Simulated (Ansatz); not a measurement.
```yaml
crystal:
  periodic: [false, false, false]
  atoms:
    - {symbol: O, position_ang: [-2.796167, -0.722627, -2.252931]}
    - {symbol: C, position_ang: [-0.358621, -0.363884, -0.740092]}
    - {symbol: N, position_ang: [2.316937, -0.955562, -0.766362]}
    - {symbol: C, position_ang: [0.964915, 0.846846, 1.820505]}
    - {symbol: H, position_ang: [-2.345138, -1.844366, -4.006796]}
    - {symbol: H, position_ang: [1.546998, 3.164972, 1.917705]}
    - {symbol: H, position_ang: [0.805937, -0.274978, 3.927211]}
basis:
  gaussian: {orbitals: cc-pVDZ, point_charges: [{charge: -1.00, position_ang: [4.520, 0.227, 0.149]}]}
total_charge: 1
magnetization: {spin_polarized: true, initial_magnetization: 1}
hamiltonian: {xc: {name: revPBE}, dispersion: d3bj, pseudopotentials: {relativity: scalar}}
scf: {lower_state_search: light}
```

```sh
$ ansatz run in.yaml --threads 2 --pin off --events-out ev --progress --plain --max-ram 4352MiB
```

Shortened log:

```
Functional definition: revPBE
867 factors; their error is unknown
mean field evaluation 1: about -5505.7335 eV, gradient 1.4e2 eV
mean field evaluation 2: about -4809.2711 eV, gradient 1.7e2 eV
mean field evaluation 4: about -5549.1641 eV, gradient 9.6e1 eV
mean field evaluation 8: about -5549.1642 eV, gradient 9.6e1 eV
mean field evaluation 16: about -5625.4992 eV, gradient 2.6e0 eV
mean field evaluation 32: about -5626.3264 eV, gradient 1.6e-5 eV
mean field -5626.93268468 eV, -206.7859620901 hartree, gradient 4.5e-6 eV, S^2 5.156314; 22 other end points of the search recorded, 0 dependent functions left out
reference -5626.93274054 eV, -206.7859641427 hartree; 15, 14 occupied and 56, 57 virtual orbitals, 867 factors
Total energy: -5627.13092917 eV, -206.7932474405 hartree
Relativity: scalar
```

In this input the geometry is stretched to more than twice its size. Self-consistency was reached. The result belongs to that input, not to the molecule as meant.
